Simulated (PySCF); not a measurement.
Compound: C₄H₄F₂.
InChI=1S/C4H4F2/c5-3-1-2-4(3)6/h1-2H2

Computed, not measured: EOM-IP-CCSD/aug-cc-pVDZ in PySCF, restricted Hartree–Fock reference, frozen core, non-relativistic, gas phase, PBE0-D3(BJ)/def2-SVP geometry.

Hartree–Fock orbital energies give these Koopmans values (eV): HOMO 9.81, HOMO-1 13.81, HOMO-2 14.41, HOMO-3 14.48, HOMO-4 14.90, HOMO-5 17.40, HOMO-6 18.99, HOMO-7 19.06.

Problem. What vertical ionisation energies does EOM-IP-CCSD give?

Solution. 
```
leading hole (HF orbital)  Koopmans (eV)  EOM-IP-CCSD (eV)  change (eV)  one-hole share
                     HOMO           9.81              9.46        -0.35            0.96
                   HOMO-1          13.81             12.52        -1.29            0.96
                   HOMO-3          14.48             13.05        -1.43            0.95
                   HOMO-4          14.90             13.43        -1.47            0.96
                   HOMO-2          14.41             13.46        -0.95            0.96
                   HOMO-5          17.40             15.74        -1.66            0.94
                   HOMO-6          18.99             16.20        -2.79            0.94
                   HOMO-7          19.06             16.25        -2.81            0.93
```

Problem. Does the order of the lines follow the orbital energies?

Solution. No: the HOMO-3 hole (13.05 eV) falls below the HOMO-2 hole (13.46 eV); the HOMO-4 hole (13.43 eV) falls below the HOMO-2 hole (13.46 eV). The corrections run from -2.81 to -0.35 eV, with a mean of -1.59 eV over the 8 lines; no line lies above its Koopmans value. Koopmans values leave out both the relaxation of the orbitals and the change in correlation energy.

Problem. At what kinetic energies would He I light (21.22 eV) eject these electrons?

Solution. 11.76 eV (HOMO), 8.70 eV (HOMO-1), 8.17 eV (HOMO-3), 7.79 eV (HOMO-4), 7.76 eV (HOMO-2), 5.48 eV (HOMO-5), 5.02 eV (HOMO-6), 4.97 eV (HOMO-7).

Problem. What total energy has the lowest final state, and which wavelength reaches it?

Solution. E(CCSD) + ionisation energy = -353.62973 + 0.34781 = -353.28192 Eh, at the geometry of the initial state. The threshold wavelength is 1239.84 eV nm/9.46 eV = 131.1 nm.

Lines less than 0.15 eV apart could change places at a higher level. One root was sought for each valence orbital with −ε under 21 eV, eight at most, so deeper holes and satellites are missing; no vibrational structure.

Hardware: an x86-64 server with one thread, no GPU, shared host. Cost: 5.4 min.
